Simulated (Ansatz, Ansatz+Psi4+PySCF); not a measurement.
```yaml
atoms:
  - { symbol: Co, position_ang: [0.0000, 0.0000, 0.7875] }
  - { symbol: N, position_ang: [0.0000, 0.0000, -0.7875] }
```

Basis set: cc-pVTZ (spherical functions). Left uncorrelated: 6 orbitals. Correlation on ROHF uses semicanonical orbitals with singles. Charge 0, multiplicity 5.

Computed with Ansatz (development build ahead of 0.2.0); the reference of a correlated method needn't be the lowest determinant of its kind.

The atomization energy at this shape (free ground-state atoms in the same class of orbitals less the molecule, no zero-point energy) of quintet CoN:

```csv
method,atomization energy
UHF-CCSD(T),48.81 kcal/mol
ROHF-CCSD(T),49.68 kcal/mol
```

(1) What does UHF-CCSD give?

Results:

(1) 31.06 kcal/mol. Caution: the reference determinant was not shown to be the lowest.
